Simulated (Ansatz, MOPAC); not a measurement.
Process, species as SMILES: C#CC#C + 2 C (CH4) -> 2 C#C (C2H2) [acetylene] + CC (C2H6) [ethane]

Wanted: bond separation energy (enthalpy at 298 K), in kcal/mol. Terms: dispersion terms only where a functional's name holds one; six Cartesian d functions in 6-31G* and its kin unless marked 5d; non-relativistic; spin-orbit terms left out; PM7 with its own dispersion and hydrogen-bond terms. First-principles rows: single points at B3LYP-D3(BJ) geometries (Ansatz, a first-principles code), with unscaled harmonic terms from B3LYP/6-31G* (Ansatz) at its own minima. Semi-empirical rows: MOPAC heats of formation at their own minima for 298 K.

```
species     coefficient  E at B3LYP/6-31G* (Ansatz), Eh  E at PBE/def2-TZVPD (Ansatz), Eh  H(298 K) - E, kcal/mol  heat of formation at PM7 (MOPAC), kcal/mol
----------  -----------  ------------------------------  --------------------------------  ----------------------  ------------------------------------------
C#CC#C               -1                      -153.48137                        -153.34144                   27.12                                      111.56
C#C (C2H2)           +2                       -77.32549                         -77.25138                   19.14                                       57.14
C (CH4)              -2                       -40.51834                         -40.46301                   30.76                                      -14.40
CC (C2H6)            +1                       -79.83034                         -79.73096                   49.98                                      -18.20
```

Measured values: Active Thermochemical Tables 1.112 (ions: stationary electron), as tabulated in the package chemicals; they hold spin-orbit and core effects, anharmonicity.  Value to compare with, the measured value: 14.7 kcal/mol. 1 Eh = 627.5095 kcal/mol.

Compute it at each level from the table, and compare with the measured value.


- B3LYP/6-31G*: the sum of coefficient times E is 0.03673 Eh, or 23.05 kcal/mol; the thermal terms add -0.38. Result: 22.7 kcal/mol. Its error against the measured value is 8.0 kcal/mol.
- PBE/def2-TZVPD: the sum of coefficient times E is 0.03374 Eh, or 21.17 kcal/mol; the thermal terms add -0.38. Result: 20.8 kcal/mol. Its error against the measured value is 6.1 kcal/mol.
- PM7: the sum of coefficient times heat of formation is 13.32 kcal/mol; it needs no thermal term. Its error against the measured value is -1.4 kcal/mol.
